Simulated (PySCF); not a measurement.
H2P, SMILES [PH2], multiplicity 2.

Coordinates come from a ωB97X-D3(BJ)/def2-TZVPD optimisation. The isomer is the one that the SMILES or the coordinates give; other isomers of the formula were not compared.

Method: PySCF with SMD-B3LYP/6-31G*.

Solvation free energies are E(SMD) − E(gas) at the gas-phase geometry, for 1 M in both phases. In vacuum the dipole moment is 0.90 D.

Computed solvation free energies in water, tetrahydrofuran, chloroform:
```csv
solvent,ΔG(solv) (kcal/mol),its non-electrostatic (CDS) part,dipole (D)
water,0.3,1.5,1.22
tetrahydrofuran,0.1,1.0,1.16
chloroform,-0.1,0.7,1.12
```
